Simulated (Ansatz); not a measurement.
Predict the output of the script below (the Ansatz DFT code, driven from Python).

The script, `ch6si2.py`:
```python
"""Molecular dynamics of one CH6Si2 molecule."""

import ansatz as az
import numpy as np

molecule = (
    az.Crystal.molecule()
    .atom("C", (-0.6114, -0.0224, -0.5733))
    .atom("Si", (0.8842, 0.8692, -0.1353))
    .atom("Si", (-0.1125, -0.9192, 0.848))
    .atom("H", (-1.4967, 0.6024, -0.4492))
    .atom("H", (-0.65, -0.514, -1.5477))
    .atom("H", (0.6371, 2.2471, 0.4086))
    .atom("H", (1.9815, 0.6582, -1.1413))
    .atom("H", (0.4041, -2.2715, 0.4845))
    .atom("H", (-0.9479, -0.6963, 2.0885))
)

model = (
    molecule.calculation()
    .basis(gaussian="6-31G")
    .functional("blyp", dispersion="d4")
)
symbols = [site.symbol for site in molecule.cartesian_sites]
start = np.array([site.position_ang for site in molecule.cartesian_sites], dtype=float)
r = model.relax(force_tolerance=0.02).run(threads=1).report
end = np.array(r["positions_ang"])
minimum = az.Crystal.molecule()
for symbol, place in zip(symbols, end):
    minimum = minimum.atom(symbol, place.tolist())

# dynamics from the relaxed geometry
model = (
    minimum.calculation()
    .basis(gaussian="6-31G")
    .functional("blyp", dispersion="d4")
    .md("nve", timestep=0.5, steps=40, temperature=500, initial_velocities="maxwell_boltzmann", seed=37)
)
frames = []
out = model.session().plan().execute(on_event=lambda e: frames.append(e["data"]) if e["event"] == "md_step" else None)
print("t (fs)   E_pot (eV)      E_kin (eV)   T (K)   d(0-1) (A)")
for f in frames[::2]:
    xyz = np.array(f["positions_ang"])
    print(f"{f['time_fs']:6.2f} {f['lagrangian_ev']:14.5f} {f['e_kin_ev']:10.5f} {f['temperature_k']:8.1f} {np.linalg.norm(xyz[0] - xyz[1]):9.4f}")
kept = np.array([f["conserved_ev"] for f in frames])
print(f"conserved energy moves by at most {1000 * np.ptp(kept):.3f} meV")
symbols = [site.symbol for site in molecule.cartesian_sites]
with open("last_frame.xyz", "w") as handle:
    handle.write(f"{len(symbols)}\nt = {frames[-1]['time_fs']} fs\n")
    handle.writelines("{:2s} {:10.5f} {:10.5f} {:10.5f}\n".format(s, *xyz) for s, xyz in zip(symbols, frames[-1]["positions_ang"]))
```

```console
$ python ch6si2.py
t (fs)   E_pot (eV)      E_kin (eV)   T (K)   d(0-1) (A)
  0.00   -16885.28498    0.45241    500.0    1.9634
  1.00   -16885.21691    0.38536    425.9    1.9614
  2.00   -16885.08366    0.25465    281.4    1.9591
  3.00   -16885.02587    0.19706    217.8    1.9565
  4.00   -16885.05930    0.22877    252.8    1.9536
  5.00   -16885.08882    0.25775    284.9    1.9510
  6.00   -16885.07232    0.24181    267.2    1.9492
  7.00   -16885.03736    0.20756    229.4    1.9484
  8.00   -16885.02530    0.19570    216.3    1.9487
  9.00   -16885.04725    0.21699    239.8    1.9498
 10.00   -16885.06556    0.23432    259.0    1.9514
 11.00   -16885.02678    0.19543    216.0    1.9533
 12.00   -16884.93551    0.10588    117.0    1.9548
 13.00   -16884.89738    0.06933     76.6    1.9551
 14.00   -16884.99490    0.16509    182.5    1.9542
 15.00   -16885.13146    0.29933    330.8    1.9522
 16.00   -16885.16976    0.33764    373.2    1.9499
 17.00   -16885.09838    0.26773    295.9    1.9478
 18.00   -16885.00003    0.17084    188.8    1.9464
 19.00   -16884.96195    0.13318    147.2    1.9455
 20.00   -16885.00894    0.17928    198.1    1.9454
conserved energy moves by at most 4.525 meV
```

File `last_frame.xyz` afterwards:
```text
9
t = 20.0 fs
C    -0.75116    0.02979   -0.67884
Si    0.90959    0.89921   -0.15872
Si   -0.07561   -0.94049    0.89303
H    -1.68725    0.70643   -0.55908
H    -0.76543   -0.51515   -1.60608
H     0.79061    2.42509    0.29090
H     2.21950    0.57835   -0.98649
H     0.44571   -2.21182    0.45346
H    -1.02026   -1.08882    2.08184
```

Caveats:
- The settings weren't tested for convergence.
- The trajectory is only some femtoseconds long, so its temperature is not equilibrated; where the script doesn't relax first, it starts from a rough generated geometry.
- The temperature counts the internal degrees of freedom alone.
- Timing: 62 s on 1 thread of INTEL(R) XEON(R) PLATINUM 8581C CPU @ 2.10GHz (Emerald Rapids), with other jobs on the host, peak memory 0.19 GiB.

(Lines on the test bed's own set-up are left out of the output.)
